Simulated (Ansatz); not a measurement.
## Reading a saddle point

A first-order saddle point of BH5O, singlet, PBE0-D4/def2-TZVP, with one imaginary mode of 1341i cm⁻¹:

```json
{"atom": "B1", "x (Å)": "-0.3122", "y (Å)": "0.3205", "z (Å)": "-0.2937"}
{"atom": "O2", "x (Å)": "0.7824", "y (Å)": "-0.8029", "z (Å)": "-0.1255"}
{"atom": "H3", "x (Å)": "-1.0497", "y (Å)": "0.0898", "z (Å)": "-1.2029"}
{"atom": "H4", "x (Å)": "0.1044", "y (Å)": "1.4274", "z (Å)": "-0.1098"}
{"atom": "H5", "x (Å)": "-0.1432", "y (Å)": "-0.6130", "z (Å)": "0.7100"}
{"atom": "H6", "x (Å)": "-0.9741", "y (Å)": "-0.0151", "z (Å)": "0.8144"}
{"atom": "H7", "x (Å)": "1.5925", "y (Å)": "-0.4066", "z (Å)": "0.2075"}
```

Computed with Ansatz 0.2.0 (basis: def2-TZVPP and def2-QZVPP); correlated methods freeze the cores. Extrapolation: Hartree–Fock as exp(−7.88 √X), correlation as X^−2.97.

(1) Which contacts change along the imaginary mode, and what lies on either side? (Judge from chemistry; the calculation decides.)

(2) Which side is lower, and how far does the saddle lie above each? (Judge from chemistry; the value comes from the calculation.)

T1 diagnostic: at most 0.015.

## Answers

(1) The calculation gives: The step is BH₃O ([BH2][OH]) + H₂ → BH₃ + H₂O (still joined by a long B–O bond), with the molecules in contact on both sides. Shortening one way: B1–H6, O2–H5; lengthening the same way: B1–O2, H5–H6.
| pair | one side (Å) | saddle (Å) | other side (Å) |
| --- | --- | --- | --- |
| B1–H6 | 3.11 | 1.33 | 1.20 |
| O2–H5 | 3.41 | 1.26 | 0.96 |
| B1–O2 | 1.35 | 1.58 | 1.69 |
| H5–H6 | 0.75 | 1.03 | 2.50 |

(2) Computed: The side with B1–O2, H5–H6 short is lower by 16.17 kcal/mol; the saddle lies 40.65 kcal/mol above it and 24.48 kcal/mol above the other (CCSD(T) at an estimated basis limit (MP2 extrapolated from triple and quadruple zeta, plus CCSD(T) − MP2 in triple zeta); electronic energies).

Labels in which every atom is bracketed show which atoms are joined, not bond orders.

For scale, one of the runs: CCSD(T)/def2-TZVPP, 132 basis functions, launched by `ansatz run in.yaml --threads 2 --pin off --events-out ev --progress --plain --max-ram 4352MiB`. The run took 5.5 s on 2 CPU threads of an Arm Neoverse V2 (shared host), with 0.68 GiB of host memory at its peak.
